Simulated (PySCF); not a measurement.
# How the functional moves excitation energies

CH5ClSi.
SMILES: `[SiH3]CCl`

Linear-response calculations in the def2-SVPD basis (PySCF; singlets by full response, triplets Tamm–Dancoff, core orbitals frozen in the response; HF means time-dependent Hartree–Fock). 'Strongest' is the level of largest summed f among the singlets computed (10 roots, of which the last may lack a degenerate partner); it can jump between rows when another state enters that window. S1 is the lowest singlet of each run and needn't be the same state throughout; f(S1) is that of one state. Isolated species at its PBE0-D3(BJ)/def2-SVP geometry, gas phase.

| functional | kind | S1 (eV) | f(S1) | strongest (eV) | T1 (eV) | HOMO (eV) | gap (eV) | ionisation energy, ΔSCF (eV) |
| --- | --- | --- | --- | --- | --- | --- | --- | --- |
| LDA | LDA | 6.12 | 0.018 | 7.13 | 5.62 | -7.00 | 5.83 | 10.38 |
| B3LYP | global hybrid, 20% exact exchange | 6.53 | 0.021 | 8.32 | 5.90 | -7.99 | 7.66 | 10.53 |
| PBE0 | global hybrid, 25% exact exchange | 6.67 | 0.024 | 8.54 | 5.96 | -8.24 | 8.16 | 10.54 |
| BHandHLYP | global hybrid, 50% exact exchange | 7.00 | 0.023 | 9.22 | 6.27 | -9.46 | 10.16 | 10.65 |
| CAM-B3LYP | range-separated hybrid | 6.78 | 0.020 | 8.94 | 6.09 | -9.60 | 10.44 | 10.68 |
| wB97X-D | range-separated hybrid | 6.85 | 0.022 | 9.20 | 6.17 | -10.11 | 11.77 | 10.68 |
| LC-wPBE | range-separated hybrid | 7.06 | 0.017 | 9.64 | 6.26 | -11.01 | 12.99 | 10.86 |
| HF | Hartree–Fock | 7.66 | 0.025 | 10.25 | 6.78 | -11.40 | 13.74 | not settled |

**Question.** What does PBE (GGA) give?

**Answer.** S1 (eV) 6.16, f(S1) 0.018, strongest (eV) 7.14, T1 (eV) 5.59, HOMO (eV) -6.91, gap (eV) 5.90, ionisation energy, ΔSCF (eV) 10.26. S1 runs from 6.12 eV (LDA) to 7.66 eV (HF), a spread of 1.54 eV, while the orbital gap spreads over 7.9 eV. Along PBE (0%), B3LYP (20%), PBE0 (25%), BHandHLYP (50%), HF (100%) S1 rises with the share of exact exchange. −ε(HOMO) comes closest to its own ΔSCF ionisation energy with LC-wPBE (+0.15 eV) and misses most with LDA (-3.38 eV). 'Not settled' means that the ion's SCF failed to converge or may have ended in another state than the lowest.

Without π bonds the low states are Rydberg-like; a valence basis with one diffuse set may place them up to an eV too high.
